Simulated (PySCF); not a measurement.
# Working with the constants of HF⁺

UHF-CCSD(T) constants of HF⁺, ²Π (doublet), unpaired electrons π ↑ (H pcseg-2, F pcseg-2; no relativity (PySCF 2.14); masses 1.0078 and 18.9984 u):

```
ωe              : 3099.5 cm⁻¹
ωexe            : 87.0 cm⁻¹
Be              : 17.55 cm⁻¹
αe              : 0.861 cm⁻¹
D (centrifugal) : 0.00225 cm⁻¹
De to H⁺ + F    : 3.66 eV
```

(1) Give the vibrational terms G(v) and spacings up to v = 4.

(2) How well does the Morse estimate ωe²/(4ωexe) reproduce De, and what is D0?

Correlated steps freeze 1 core orbital. For an ion De counts to the pair picked by the measured ionisation energies or electron affinities, which need not be the lowest pair at this level. The state is the lowest determinant that a PBE0 search found; another state may lie lower at other levels.

Answers

(1) G(v) = ωe(v+½) − ωexe(v+½)².

| v | G(v) (cm⁻¹) | G(v) − G(v−1) | Bv (cm⁻¹) |
| --- | --- | --- | --- |
| 0 | 1528 |  | 17.12 |
| 1 | 4454 | 2926 | 16.26 |
| 2 | 7205 | 2752 | 15.40 |
| 3 | 9782 | 2578 | 14.54 |
| 4 | 12186 | 2404 | 13.68 |

(2) It gives 3.42 eV, 94 % of the computed De. D0 = De − G(0) = 3.66 − 0.19 = 3.47 eV.
